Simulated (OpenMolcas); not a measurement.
**SiH4S (Si(SH)H3): methods side by side**

The species is SiH4S (6 atoms), meant as a singlet with charge 0. SMILES: `[H][Si]([H])([H])S`. Geometry: relaxed at GFN2-xTB.

```xyz
6

Si    0.2012   -0.0145   -0.5446
S     0.2537    0.0198    1.6015
H    -1.0568    0.0599    1.7952
H     1.6060   -0.0207   -0.9100
H    -0.5032    1.1806   -0.9902
H    -0.5009   -1.2251   -0.9520
```

Each level gives the energy change with the Si1–H4 bond stretched from 1.452 to 2.540 Å (eV). The values are calculated.

| level | kind | program | value (eV) | less FCI/STO-3G | CPU time (all runs) |
| --- | --- | --- | --- | --- | --- |
| HF/STO-3G (restricted) | Hartree–Fock | OpenMolcas | 6.14 | +2.10 | 2.7 s |
| SVWN5/STO-3G (restricted) | LDA | OpenMolcas | 4.56 | +0.52 | 6.9 s |
| PBE/STO-3G (restricted) | GGA | OpenMolcas | 4.40 | +0.36 | 8.2 s |
| r2SCAN/STO-3G (restricted) | meta-GGA | OpenMolcas | 4.70 | +0.66 | 9.9 s |
| B3LYP/STO-3G (restricted) | global hybrid | OpenMolcas | 4.72 | +0.68 | 8.1 s |
| M06-2X/STO-3G (restricted) | hybrid meta-GGA | OpenMolcas | 5.14 | +1.10 | 8.8 s |
| PBE0/STO-3G (restricted) | global hybrid | OpenMolcas | 4.92 | +0.88 | 7.6 s |
| ACPF/STO-3G (restricted) | coupled cluster or CI | OpenMolcas | 3.56 | -0.48 | 2.9 s |
| FCI/STO-3G | exact in the basis | OpenMolcas | 4.04 | 0.00 | 83 s |

FCI/STO-3G is exact within its basis and frozen core, so for wave-function methods in that basis the difference is their error; functionals converge differently with the basis, so for them it is only a difference. Spin-restricted single references rise too steeply as a bond breaks, Hartree–Fock most of all. Perturbation and coupled-cluster corrections on them can overshoot downwards. The first shape isn't each level's own minimum. The values span 3.56 to 6.14 eV. All rows use very small basis sets, so even the best lies far from the true value. Times are those of the runs behind each value, whatever else they computed, on shared processors of several kinds: orders of magnitude only.
